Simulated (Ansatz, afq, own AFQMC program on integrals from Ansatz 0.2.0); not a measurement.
# Atomization energy of Si₅H₁₀, singlet

```xyz
15

Si   -1.1005    1.4629    0.7108
Si   -0.0509   -0.2412    1.9509
Si    1.6910   -0.8656    0.4957
Si    0.6121   -0.9790   -1.5991
Si   -1.1370    0.6161   -1.4945
H    -0.2241    2.6778    0.7477
H    -2.4596    1.8327    1.2146
H     0.4153    0.1983    3.3025
H    -0.9958   -1.3933    2.1093
H     2.3778   -2.1398    0.8729
H     2.7009    0.2411    0.4661
H     0.0208   -2.3438   -1.7753
H     1.5469   -0.7146   -2.7371
H    -0.9495    1.7059   -2.5029
H    -2.4473   -0.0576   -1.7617
```

Atoms in their ground-state spins without spin–orbit coupling (mostly on UHF) minus the molecule (RHF), without zero-point energy. The geometry is a stationary point, not shown to be a minimum.

Basis def2-SVP. Only valence electrons are correlated. Ansatz 0.2.0 and our own AFQMC program on the same integrals; the CISD trial comes from CCSD amplitudes, and released means the phaseless constraint is let go. Error bars are statistical, one sigma. The errors of all members are added in quadrature.

No full CI on the walks' own integrals is used here. The released AFQMC energy serves as the reference, which it does only where one determinant dominates, the energy is flat over the last release times and near the phaseless one (40 meV or 2 meV an electron, half that with transition metals). On small molecules, where full CI could be run and the noise was under 10 meV, such values lay within 10 meV of it in 19 cases of 20, a flattering rate, since the rule was set on those same cases; what remains of the bias isn't in the error bar. Each member takes its own surest rung, up to full CI.

The best estimate is CCSD(T) at the basis-set limit (CBS: def2-TZVPP and def2-QZVPP, with their diffuse functions for anions and beside diffuse sets, MP2 extrapolated, CCSD(T) minus MP2 from TZVPP) plus the step from CCSD(T) to AFQMC with the constraint released in def2-SVP. Rows without CBS are in def2-SVP, the functionals in def2-TZVP; B2PLYP and the wave-function rows carry a basis error of their own. Core correlation and relativity beyond core potentials are missing, and ± holds the sampling alone.

Cautions: Si₅H₁₀ (singlet): the released value is read at 0.90 1/Eh with a noise of 14 meV, more than in the cases checked (meV from the phaseless value at times in 1/Eh: 3 ± 8 at 0.21, -12 ± 8 at 0.42, -25 ± 12 at 0.63, -25 ± 14 at 0.90); other spins of the molecule weren't checked.

Problem. Estimate: order these levels by their error in the atomization energy against the best estimate, smallest first.
A. HF
B. wB97M-V
C. CCSD(T)/CBS
D. CCSD(T)

Solution. C (1.0 kcal/mol), B (7.6 kcal/mol), D (77.8 kcal/mol), A (265.9 kcal/mol).

Best estimate: 1060.1 ± 0.3 kcal/mol.

Best estimates are given only where the step beyond CCSD(T) is under 0.3 eV and no member's determinant is very poor (T1 over 0.05, or 0.07 for open shells, ⟨S²⟩ too high by 0.3, two states mixed), so the hardest cases are missing from such tables.

The functionals ran in a triple-zeta set and keep a basis error of their own, a few kJ/mol for each bond in atomization energies and more for double hybrids, so close places among them and the extrapolated levels can swap.

Each member of a difference takes its own highest rung, so a best estimate needn't equal the limit plus the step of one row. Released energies are given only where the last usable release times agree within the noise; a slower fall can still hide under it.
